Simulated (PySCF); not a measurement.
**Mayer bond orders and bond lengths**

Compound: ethyl isothiocyanate, C₃H₅NS.
Numbering: `[CH3:1][CH2:2][N:3]=[C:4]=[S:5]` (hydrogens: H6, H7, H8 on C1; H9, H10 on C2)

Geometry (PBE0-D3(BJ)/def2-TZVP, Å), atoms numbered from 1 in this order:
```
atom  x, y, z in Å
C1    -1.109   -0.483    0.096
C2    -0.296    0.790   -0.062
N3     1.100    0.537   -0.128
C4     2.033   -0.186   -0.087
S5     3.337   -1.074   -0.050
H6    -2.172   -0.240    0.143
H7    -0.944   -1.153   -0.749
H8    -0.832   -1.007    1.011
H9    -0.588    1.325   -0.970
H10   -0.479    1.471    0.775
```

Bond orders from the PBE0/pcSseg-2 density (PySCF). Isolated species at its PBE0-D3(BJ)/def2-TZVP geometry (one conformer only).

**Question.** How far do the computed orders between heavy atoms stray from the drawn ones?

**Answer.** The largest departure is 0.208, at N3–C4 (drawn double, 2.208).

**Question.** Set the Mayer orders of the bonds between heavy atoms beside their lengths.

**Answer.** 
```tsv
bond	drawn as	length (Å)	Mayer order
C1–C2	single	1.518	0.971
C2–N3	single	1.420	0.936
N3–C4	double	1.182	2.208
C4–S5	double	1.578	1.964
```

By pair of heavy elements: C–N: lowest C2–N3 (0.936, 1.420 Å), highest N3–C4 (2.208, 1.182 Å).

**Question.** And the bonds to hydrogen?

**Answer.** C–H: 0.98 to 1.00 (5 bonds).

**Question.** Sum the orders of all bonds at each heavy atom with more than one neighbour and set the sums beside the valence in the SMILES.

**Answer.** C1 3.954 (drawn 4), C2 3.872 (drawn 4), N3 3.144 (drawn 3), C4 4.172 (drawn 4). Orders between atoms that aren't bonded are not in these sums.

The Mayer order sums products of elements of PS (density times overlap matrix) between the two atoms' basis functions, so it depends on the basis set.
